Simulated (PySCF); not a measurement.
**AlCl: from the state search to spectroscopic constants**

An exercise on one series of results from a longer session: the logs are not shown, and one member is left open.

Computed with PySCF 2.14.0. Level: Al aug-cc-pV(D+d)Z, Cl aug-cc-pV(D+d)Z, no relativity.

The first run:

The job is set up so:

```yaml
atoms: Al, Cl
charge: 0
basis: Al aug-cc-pV(D+d)Z, Cl aug-cc-pV(D+d)Z
Hamiltonian: no relativity
basis_functions: 64
electrons_treated: 30
masses_in_u: 26.9815, 34.9689
levels: PBE0, PBE, r²SCAN, r²SCANh, TPSSh, revPBE, HSE06, HF, MP2, SCS-MP2, CCSD, CCSD(T)
grid: 80 radial by 434 angular points
occupations: held fixed by the projection of orbital angular momentum
dissociation_limit: Al + Cl, each in its ground configuration
starting_distance_in_angstrom: 2.165
values_of_2S_to_try: 0, 2
```

Command:

```console
OMP_NUM_THREADS=1 python dia.py task.json out
```

Steps of the session up to this table: The job; First curve: PBE0; Higher solutions at PBE0; PBE; r²SCAN; r²SCANh; TPSSh (hybrid meta-GGA); revPBE (GGA); HSE06; RHF (mean field); Adding correlation.

One of the session's tables, all rows but one given; the rest of the session is left out.

Differences from the measured constants:

```
      level  Re (mÅ)  ωe (%)
        RHF      +47    -5.9
    RHF-MP2      +54    -6.4
RHF-SCS-MP2      +56    -6.9
   RHF-CCSD      +54    -6.4
RHF-CCSD(T)        ?       ?
        PBE      +57    -8.3
     revPBE      +67    -9.5
     r²SCAN      +40    -5.2
      TPSSh      +45    -6.0
    r²SCANh      +37    -4.6
       PBE0      +40    -5.4
      HSE06      +42    -5.9
```

Estimate the missing values for RHF-CCSD(T).

**Answer.** Re (mÅ): +57; ωe (%): -6.8.

Time per point (s) on 1 thread, shared host (CPU time, shared integrals of 0.29 s apart; correlated levels include their reference; CCSD comes with the CCSD(T) run); the times are rough: RHF 0.19, RHF-MP2 0.27, RHF-SCS-MP2 0.27, RHF-CCSD(T) 1.7, PBE 0.73, revPBE 0.45, r²SCAN 0.95, TPSSh 1.2, r²SCANh 1.1, PBE0 2.1, HSE06 1.4.

**Reading.** Judged by the measured constants: best bond length r²SCANh (+37 mÅ), worst revPBE (+67 mÅ); best wavenumber r²SCANh (-4.6 %), worst revPBE (-9.5 %). In a basis this small the correlated methods are far from their limit, so the ranking is that of method and basis together. Of the levels with a De here, RHF gives the least (3.95 eV) and PBE the most (5.19 eV).

Limits of these values: Lowest PBE0 solution found, without spin–orbit coupling: ¹Σ⁺ (singlet), closed shell. Warnings in the runs' records: inverted.
